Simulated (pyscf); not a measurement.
Optimised with ωB97X-D3(BJ)/def2-SVP in PySCF.

SMILES: [O]=[W]([NH2])(=[O])[OH]
```xyz
8

N      0.0492     1.0000    -1.3770
W     -0.7550    -0.7439    -1.0987
O     -1.5532    -0.7125     0.4064
O      0.5033    -1.8924    -1.0917
O     -1.9817    -1.1675    -2.4766
H     -0.2895     1.8582    -0.9495
H      0.9545     1.1437    -1.8172
H     -2.9398    -1.2489    -2.4254
```
Charge 0, spin multiplicity 1.

Q: What is the homolytic dissociation enthalpy (298 K, ωB97M-D3(BJ)/def2-TZVP) of the N–W bond of H₂N–W(=O)(=O)–OH, to NH₂• + [O=W(=O)–OH]•?

A: N–W to NH₂• + [O=W(=O)–OH]•: 4.30 eV. The 7 functionals that were run give +4.25 (M06-2X) to +4.51 eV (ωB97X-D3(BJ)). The radicals are drawn with the spin at the cut bond; how far it spreads was not checked. Other isomers of [O=W(=O)–OH]• were not searched in full and may lie lower. Open-shell species with a d-block atom are single-reference here; other states, and whether the spin sits on metal or ligand, were not checked. Elements past Kr carry the def2 core potentials, without spin-orbit coupling.
